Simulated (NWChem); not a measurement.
The numbers come from NWChem runs, not from measurements. System: CH₆Si, charge 1, spin multiplicity 2, at the geometry of a parent with another charge or spin, in a state set for the comparison that need not be this species' ground state. Its SCF solution wasn't tested for a lower state.

Job file:

```
start mol
memory heap 200 mb stack 900 mb global 1100 mb
charge 1
geometry units angstroms nocenter noautoz
  Si     0.036138    -0.634185     0.000000
  C     -0.070891     1.243896     0.000000
  H      0.764914    -1.122626     1.212061
  H      0.764914    -1.122626    -1.212061
  H     -1.331066    -1.242086     0.000000
  H     -0.606718     1.604931     0.891030
  H     -0.606718     1.604931    -0.891030
  H      0.934080     1.692699     0.000000
  symmetry group Cs
end
basis spherical
  * library aug-cc-pvdz
end
dft
  xc b3lyp
  odft
  mult 2
  semidirect memsize 60000000 filesize 0
  iterations 100
end
task dft energy
```

The output up to the point where the run's verdict is printed (cleaned and shortened):

```
             Northwest Computational Chemistry Package (NWChem) 7.3.0
             --------------------------------------------------------

                                NWChem Input Module
                                -------------------

 Scaling coordinates for geometry "geometry" by  1.889725989
 (inverse scale =  0.529177249)

 Turning off AUTOSYM since
 SYMMETRY directive was detected!

                             Geometry "geometry" -> ""
                             -------------------------

 Output coordinates in angstroms (scale by  1.889725989 to convert to a.u.)

  No.       Tag          Charge          X              Y              Z
 ---- ---------------- ---------- -------------- -------------- --------------
    1 Si                  14.0000     0.03613800    -0.63418500     0.00000000
    2 C                    6.0000    -0.07089100     1.24389600     0.00000000
    3 H                    1.0000     0.76491400    -1.12262600     1.21206100
    4 H                    1.0000     0.76491400    -1.12262600    -1.21206100
    5 H                    1.0000    -1.33106600    -1.24208600     0.00000000
    6 H                    1.0000    -0.60671800     1.60493100     0.89103000
    7 H                    1.0000    -0.60671800     1.60493100    -0.89103000
    8 H                    1.0000     0.93408000     1.69269900     0.00000000

 Effective nuclear repulsion energy (a.u.)      62.4750404885

            Nuclear Dipole moment (a.u.)
            ----------------------------
        X                 Y               Z
 ---------------- ---------------- ----------------
    -0.0000151178     0.0000170075     0.0000000000

      Symmetry information
      --------------------

 Group name             Cs
 Group number              2
 Group order               2
 No. of unique centers     6

      Symmetry unique atoms

     1    2    3    5    6    8


 Summary of "ao basis" -> "" (spherical)
 ------------------------------------------------------------------------------
       Tag                 Description            Shells   Functions and Types
[...]
 d= 0,ls=0.5,diis    75   -330.7963813165  4.17D-06  9.06D-06  5.89D-05    69.1
                                                     4.34D-06  3.99D-05
 d= 0,ls=0.5,diis    76   -330.7963752554  6.06D-06  8.03D-06  6.63D-05    69.9
                                                     5.71D-06  4.25D-05
 d= 0,ls=0.5,diis    77   -330.7963669538  8.30D-06  2.23D-05  7.32D-05    70.8
                                                     2.17D-05  4.50D-05
 d= 0,ls=0.5,diis    78   -330.7963376255  2.93D-05  2.28D-05  9.31D-05    71.6
                                                     2.82D-05  5.15D-05
 d= 0,ls=0.5,diis    79   -330.7963023955  3.52D-05  1.13D-05  1.12D-04    72.4
                                                     1.81D-05  5.82D-05
 d= 0,ls=0.5,diis    80   -330.7962913255  1.11D-05  6.31D-06  1.05D-04    73.3
                                                     1.89D-05  5.65D-05
 d= 0,ls=0.5,diis    81   -330.7962784795  1.28D-05  2.78D-06  1.01D-04    74.1
                                                     1.76D-05  5.59D-05
 d= 0,ls=0.5,diis    82   -330.7962679829  1.05D-05  5.73D-05  9.68D-05    74.9
                                                     3.90D-05  5.45D-05
 d= 0,ls=0.5,diis    83   -330.7963272365 -5.93D-05  2.45D-05  4.23D-05    75.8
                                                     9.58D-06  3.65D-05
 d= 0,ls=0.5,diis    84   -330.7963337932 -6.56D-06  9.56D-06  4.54D-05    76.6
                                                     1.11D-05  3.66D-05
 d= 0,ls=0.5,diis    85   -330.7963421129 -8.32D-06  6.76D-06  4.41D-05    77.3
                                                     7.56D-06  3.67D-05
 d= 0,ls=0.5,diis    86   -330.7963446538 -2.54D-06  1.02D-05  4.64D-05    78.1
                                                     1.29D-05  3.76D-05
 d= 0,ls=0.5,diis    87   -330.7963581162 -1.35D-05  7.83D-06  4.03D-05    78.9
                                                     8.61D-06  3.61D-05
 d= 0,ls=0.5,diis    88   -330.7963612158 -3.10D-06  2.16D-05  4.38D-05    79.6
                                                     2.60D-05  3.71D-05
 d= 0,ls=0.5,diis    89   -330.7963892080 -2.80D-05  8.92D-06  3.11D-05    80.4
                                                     1.65D-05  3.31D-05
 d= 0,ls=0.5,diis    90   -330.7964022713 -1.31D-05  4.29D-06  3.26D-05    81.2
                                                     1.50D-05  3.36D-05
 d= 0,ls=0.5,diis    91   -330.7964132760 -1.10D-05  1.47D-05  3.50D-05    81.9
                                                     2.60D-05  3.46D-05
 d= 0,ls=0.5,diis    92   -330.7964369182 -2.36D-05  9.79D-06  3.02D-05    82.7
                                                     2.33D-05  3.36D-05
 d= 0,ls=0.5,diis    93   -330.7964558330 -1.89D-05  1.70D-05  3.02D-05    83.5
                                                     3.05D-05  3.40D-05
 d= 0,ls=0.5,diis    94   -330.7964856594 -2.98D-05  8.72D-06  2.29D-05    84.2
                                                     2.41D-05  3.22D-05
 d= 0,ls=0.5,diis    95   -330.7965039157 -1.83D-05  5.21D-06  2.60D-05    85.0
                                                     1.91D-05  3.36D-05
 d= 0,ls=0.5,diis    96   -330.7965160518 -1.21D-05  3.38D-06  3.20D-05    85.8
                                                     1.82D-05  3.57D-05
 d= 0,ls=0.5,diis    97   -330.7965290391 -1.30D-05  1.90D-06  3.60D-05    86.6
                                                     1.72D-05  3.74D-05
 d= 0,ls=0.5,diis    98   -330.7965418747 -1.28D-05  7.97D-05  3.93D-05    87.3
                                                     5.62D-05  3.90D-05
 d= 0,ls=0.5,diis    99   -330.7964512393  9.06D-05  7.48D-05  1.24D-04    88.1
                                                     7.11D-05  6.48D-05
 d= 0,ls=0.5,diis   100   -330.7963331749  1.18D-04  4.78D-05  2.15D-04    88.9
                                                     5.89D-05  9.57D-05
```

The run did not converge; its last values are not results. The next line reads: Calculation failed to converge. NWChem stopped with the message: dft energy failed.
